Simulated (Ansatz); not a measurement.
Write a Python script for Ansatz 0.2.0 through its Python package that makes a ranking of conformers of C₂H₃Cl₂N, SMILES NC(Cl)=CCl. Use (for the species named): r2SCAN, cc-pVDZ basis, multiplicity 1, D3BJ dispersion.

`conformers_c2h3cl2n.py`
```python
"""Rank force-field conformers of C2H3Cl2N by single points."""

import ansatz as az
from rdkit import Chem
from rdkit.Chem import AllChem

rd = Chem.AddHs(Chem.MolFromSmiles("NC(Cl)=CCl"))
ids = list(AllChem.EmbedMultipleConfs(rd, numConfs=20, randomSeed=823, pruneRmsThresh=0.4))
field = [energy for _, energy in AllChem.MMFFOptimizeMoleculeConfs(rd)]
distinct = {round(e, 2): i for i, e in zip(ids, field)}
chosen = sorted(distinct.items())[:4]
found = []
for force_field, index in chosen:
    mol = az.Crystal.molecule()
    for atom, xyz in zip(rd.GetAtoms(), rd.GetConformer(index).GetPositions()):
        mol = mol.atom(atom.GetSymbol(), xyz.round(5).tolist())
    job = (
        mol.calculation()
        .basis(gaussian="cc-pVDZ")
        .functional("r2scan", dispersion="d3bj")
    )
    found.append(job.run().report["free_energy_ev"])
print("conformer   MMFF (kcal/mol)   this level (kcal/mol)")
for (force_field, index), e in zip(chosen, found):
    print(f"{index:9d} {force_field - chosen[0][0]:17.2f} {23.060548 * (e - min(found)):17.3f}")
```

```console
$ python conformers_c2h3cl2n.py
DeckWarning: the engine holds no damping parameters fitted to this dispersion correction and functional, so the run takes those fitted to r2scan beside the three-body term, which d3bj leaves out (hamiltonian.dispersion, under Limitations)
conformer   MMFF (kcal/mol)   this level (kcal/mol)
        0              0.00             0.000
        1              3.06             3.753
```
(Warnings from the package without file and line.)

What to keep in mind:
- The conformers keep their force-field geometries.
- A dispersion term here runs with damping parameters fitted for another variant or functional.
- It ran for 11 s on 1 thread of Arm Neoverse V2, with other jobs on the host, peak memory 0.28 GiB.

(Lines on the test bed's own set-up are left out of the output.)
